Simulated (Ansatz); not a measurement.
# HC–N–Si, triplet in cc-pVDZ: errors against UCCSDT(Q)

Geometry: displaced at random from a stationary point.

```xyz
4

C     0.0023   -0.2056    0.8197
N     0.0015   -0.1217   -0.3978
Si    0.0495   -0.0457   -2.1172
H    -0.0533    0.3730    1.6953
```

Basis cc-pVDZ; Ansatz 0.2.0. Only valence electrons are correlated (noble-gas cores frozen), which leaves 14 electrons in 44 orbitals. Prefix R: restricted or restricted open-shell reference; prefix U: unrestricted.

Full CI isn't at hand for all of this; UCCSDT(Q) serves as the reference, and is uncertain by about the last step of the cluster series. The frozen core follows each run's orbitals, which can shift R against U totals by a few meV.

Unrestricted rows (U) aren't spin-pure: their determinants' ⟨S²⟩ exceeds S(S+1) by up to 0.32, so they mix in states of higher spin. For open shells CISD is restricted-active-space CI with the open shells as a complete middle space.

The UHF ⟨S²⟩ is 2.315, the T1 diagnostic (RCCSD) is 0.0651 and the largest doubles amplitude (RCCSD) is 0.090. The T1 diagnostic (UCCSD) is 0.0464.

```csv
level,E − E(UCCSDT(Q)) (mEh),share of correlation (%),wall time
RHF,403.39,0.00,–
UHF,380.94,5.57,–
RMP2,53.36,86.77,–
UMP2,62.53,84.50,–
CISD,68.92,82.92,21 s
RCCSD,21.58,94.65,–
UCCSD,20.29,94.97,–
RCCSD(T),3.71,99.08,20 s
UCCSD(T),4.03,99.00,15 s
BCCD(T),3.32,99.18,23 s
RCCSDT,2.22,99.45,–
UCCSDT,2.01,99.50,–
RCCSDT(Q),0.01,100.00,5.4 min
```

The correlation energy at UCCSDT(Q), counted from RHF, is -10.977 eV. That run took 4.9 min on 1 thread of Intel Xeon, shared host.

Times hold each run's SCF and search for its determinant on a shared host, so for small cases they say little of a method's own cost; they ran on 1 thread of Intel Xeon.
